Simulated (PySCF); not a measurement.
BF₃, charge +1, multiplicity 2. Atoms are numbered in the order given.

```xyz
4

B      0.0000     0.0000    -0.1798
F      0.0000     0.0000    -1.4323
F      0.0000    -0.9856     0.7661
F      0.0000     0.9856     0.7661
```
Charge +1, spin multiplicity 2.

Geometry: ωB97X-D3(BJ)/def2-TZVP. The spin state was assumed, not searched. The isomer is the one that the SMILES or the coordinates give; other isomers of the formula were not compared.

Calculation: PySCF with TDA-CAM-B3LYP/def2-SVPD.

Vertical excitations. Isolated molecule, no solvent.

Computed excitation energies, oscillator strengths and character:
```
state    energy (eV)  λ (nm)      f                                main pairs
-------  -----------  ------  -----  ----------------------------------------
root 1          1.30     951  0.000                       β HOMO−3→LUMO 100 %
root 2          2.37     523  0.002      β HOMO→LUMO 86 %, β HOMO−6→LUMO 14 %
root 3          2.41     515  0.000    β HOMO−1→LUMO 70 %, β HOMO−4→LUMO 30 %
root 4          3.53     351  0.062    β HOMO−2→LUMO 78 %, β HOMO−7→LUMO 16 %
root 5          4.25     292  0.000    β HOMO−4→LUMO 70 %, β HOMO−1→LUMO 30 %
root 6          4.80     258  0.003      β HOMO−6→LUMO 86 %, β HOMO→LUMO 14 %
root 7          6.18     201  0.120    β HOMO−5→LUMO 74 %, β HOMO−7→LUMO 14 %
root 8          6.34     195  0.038    β HOMO−7→LUMO 69 %, β HOMO−5→LUMO 22 %
root 9         10.79     115  0.000  α HOMO−1→LUMO 49 %, β HOMO−1→LUMO+1 49 %
root 10        10.89     114  0.000      α HOMO→LUMO 44 %, β HOMO→LUMO+1 55 %
```
Unrestricted roots are not spin-pure.
